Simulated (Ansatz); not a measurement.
**CH3BN, doublet: from triple and quadruple zeta to the limit**

```
atom    x (Å)    y (Å)   z (Å)
   B  -2.1317   0.0000  0.0000
   H  -2.7284   1.0336  0.0000
   H  -2.7284  -1.0336  0.0000
   H  -0.6897   0.0000  0.0000
   N   1.6594   0.0000  0.0000
   C   0.4993   0.0000  0.0000
```

Connectivity, by distances: BH2 ··· N–C, 1 bridging H.

Ansatz 0.2.0, UHF determinant, valence electrons correlated. Energies in eV.

```json
{"set": "def2-TZVPP", "X": "3", "functions": "135", "Hartree–Fock": "-3228.1456", "MP2 correlation": "-11.5740", "CCSD(T) correlation": "-13.1042", "time": "10 s on 1 × NVIDIA H100 80GB HBM3 with 1 thread of AMD EPYC 7R13 Processor (Zen 3), on a shared host"}
{"set": "def2-QZVPP", "X": "4", "functions": "261", "Hartree–Fock": "-3228.2862", "MP2 correlation": "-12.3325", "CCSD(T) correlation": "-13.7690", "time": "23 s on 1 × NVIDIA H100 80GB HBM3 with 1 thread of AMD EPYC 7R13 Processor (Zen 3), on a shared host"}
```

Hartree–Fock is taken to follow E(X) = E∞ + A·exp(−7.88·√X), correlation E(X) = E∞ + B·X^−2.97.

Cautions: ⟨S²⟩ of the determinant is 0.92 against 0.75, spin contaminated.

Task: Work out the CCSD(T) energy at the limit, and how far the shortcut misses it that extrapolates MP2 and adds CCSD(T) minus MP2 from the smaller set.

Result: Hartree–Fock: E∞ = E4 + 0.1377·(E4 − E3) = -3228.3056. Correlation: E∞ = E4 + 0.7407·(E4 − E3) = -14.2615 for CCSD(T) and -12.8944 for MP2. The limit is -3242.5671 eV, 0.512 eV below def2-QZVPP. The shortcut gives a correlation energy of -12.8944 + (-1.5302) = -14.4246, 163 meV lower than the direct value.
